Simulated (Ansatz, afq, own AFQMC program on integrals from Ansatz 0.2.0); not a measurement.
## NH₃ + CN, doublet in cc-pVDZ along one coordinate

```yaml
atoms:
  - { symbol: N, position_ang: [-1.8583, -0.0132, -0.0206] }
  - { symbol: H, position_ang: [-2.1556, 0.9546, -0.0206] }
  - { symbol: H, position_ang: [-2.1556, -0.4155, 0.8596] }
  - { symbol: H, position_ang: [-0.8459, -0.0132, -0.0206] }
  - { symbol: N, position_ang: [1.7358, -0.0132, -0.0206] }
  - { symbol: C, position_ang: [0.5757, -0.0132, -0.0206] }
```

A hydrogen atom is moved from one rigid fragment to the other; the N1–H4 distance tells how far. The two fragments are held close together, so this isn't a minimum-energy path and the start is a compressed complex. Energies in kcal/mol count from this geometry (1.012 Å) at the same level; the start stands on ROHF, each point on the determinant named.

Basis cc-pVDZ. Noble-gas cores (and the filled d shells of Ga–Kr and In–Xe) are frozen. AFQMC by an in-house program on the Cholesky factors that Ansatz 0.2.0 writes for its CCSD(T) run. ph-AFQMC/CISD is guided by a CISD state made of CCSD amplitudes; releasing the constraint for a short imaginary time cuts its bias at the price of noise, slowly where states lie close. Error bars are statistical, one sigma.

Cautions, each for one point or more: a spin-contaminated unrestricted determinant lies lower; higher spins were not checked; strong correlation; the ph-AFQMC/CISD walk drifts between its halves; unrestricted determinant slightly spin contaminated; unrestricted determinant spin contaminated.

| r(N1–H4) / Å | det. | T1 | weight | ⟨S²⟩ | CCSD(T) | ph-AFQMC/CISD | released AFQMC | CCSDT(Q) | B3LYP | wB97M-V |
| --- | --- | --- | --- | --- | --- | --- | --- | --- | --- | --- |
| 1.107 | ROHF | 0.063 | 0.75 | pure | -4.5 | -5.3 ± 0.4 | -4.2 ± 0.5* | -4.6 | -4.6 | -5.3 |
| 1.155 | UHF | 0.037 | 0.80 | 0.87 | -6.4 | -7.4 ± 0.3 | -6.6 ± 0.4* | -6.6 | -6.1 | -7.2 |
| 1.202 | UHF | 0.033 | 0.81 | 0.84 | -8.4 | -9.3 ± 0.3 | -8.8 ± 0.4* | -8.4 | -7.3 | -9.0 |
| 1.249 | UHF | 0.029 | 0.82 | 0.82 | -10.2 | -11.0 ± 0.3 | -10.3 ± 0.4* | -10.2 | -8.4 | -10.5 |
| 1.344 | UHF | 0.022 | 0.83 | 0.79 | -12.1 | -12.9 ± 0.3 | – | -11.9 | -8.9 | -11.7 |

Weight is that of the determinant in the CISD state; at the start T1 is 0.035 and the weight 0.81. An asterisk marks released energies that aren't shown to be converged. A dash marks a missing value, a released energy that hasn't settled or a functional that sits on another state. Largest departures from CCSDT(Q), at the points where its series has closed: CCSD(T) -0.2 kcal/mol at 1.344 (on UHF), ph-AFQMC/CISD -1.0 kcal/mol at 1.344 (on UHF), B3LYP 3.0 kcal/mol at 1.344, wB97M-V -0.6 kcal/mol at 1.155. Functionals count only at points shown to share the start's state and spin. In this small basis the wave-function levels are far from their limit, so their gap to the functionals isn't the functionals' error. In total energy ph-AFQMC/CISD lies 60 ± 10 meV above CCSDT(Q) at the start, so its agreement along the curve rests in part on cancellation.

Some points may be missing: those where a free walk finds a much lower state, and past Zn most of those on another determinant than at the start.

CCSDT and higher add their correlation energy to the determinant of the CCSD(T) run, since their own runs factorise the integrals more tightly (a shift of under 2 meV). A walk keeps the symmetry of its determinant, which the program's search chose and which needn't be the lowest solution, so a lower state of the same spin and another symmetry isn't excluded.
